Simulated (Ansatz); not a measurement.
C$_{8}$H$_{18}$ (`CCCC(C)C(C)C`), relaxed with RKS PBE0-D4/def2-TZVP in Ansatz from a GFN2-xTB geometry. The force threshold is 0.005 eV/Å; the program also tests the step.

Charge 0, multiplicity 1.

Start:

```xyz
26

C     3.469    0.311   -0.681
C     2.042    0.008   -1.124
C     1.064    0.105    0.045
C    -0.372   -0.295   -0.323
C    -1.016    0.758   -1.222
C    -1.203   -0.592    0.944
C    -2.504   -1.322    0.609
C    -1.508    0.653    1.774
H     3.535    1.314   -0.266
H     3.791   -0.395    0.081
H     4.155    0.243   -1.523
H     2.001   -0.998   -1.548
H     1.757    0.711   -1.908
H     1.073    1.127    0.429
H     1.420   -0.551    0.844
H    -0.318   -1.234   -0.888
H    -0.979    1.740   -0.757
H    -0.491    0.813   -2.173
H    -2.053    0.510   -1.431
H    -0.601   -1.269    1.564
H    -3.001   -1.638    1.523
H    -3.186   -0.676    0.062
H    -2.307   -2.205    0.005
H    -2.008    0.368    2.697
H    -2.165    1.329    1.231
H    -0.596    1.184    2.033
```

(1) By how much does the energy fall, and how many steps does the optimiser take? (Best estimate.)

(2) Which bonds change most? (An estimate is asked.)

(3) Give the relaxed structure. (An estimate is asked.)

Answers

(1) Computed: 2.52 kJ/mol, in 6 steps.

(2) Ansatz gave: C3–C4 from 1.535 to 1.527 Å; C2–C3 from 1.528 to 1.521 Å; C8–H25 from 1.087 to 1.094 Å; C5–H17 from 1.087 to 1.094 Å.

(3) Ansatz gave: 
```xyz
26

C     3.464    0.349   -0.683
C     2.041    0.038   -1.114
C     1.060    0.068    0.047
C    -0.372   -0.321   -0.315
C    -1.008    0.697   -1.254
C    -1.216   -0.592    0.944
C    -2.530   -1.285    0.613
C    -1.469    0.650    1.788
H     3.530    1.343   -0.232
H     3.817   -0.372    0.061
H     4.157    0.321   -1.527
H     2.008   -0.950   -1.588
H     1.734    0.755   -1.883
H     1.069    1.070    0.493
H     1.423   -0.614    0.826
H    -0.318   -1.278   -0.853
H    -1.006    1.698   -0.813
H    -0.464    0.756   -2.198
H    -2.041    0.439   -1.495
H    -0.627   -1.290    1.554
H    -3.051   -1.586    1.526
H    -3.205   -0.627    0.059
H    -2.367   -2.182    0.009
H    -1.996    0.385    2.708
H    -2.092    1.374    1.255
H    -0.541    1.151    2.073
```
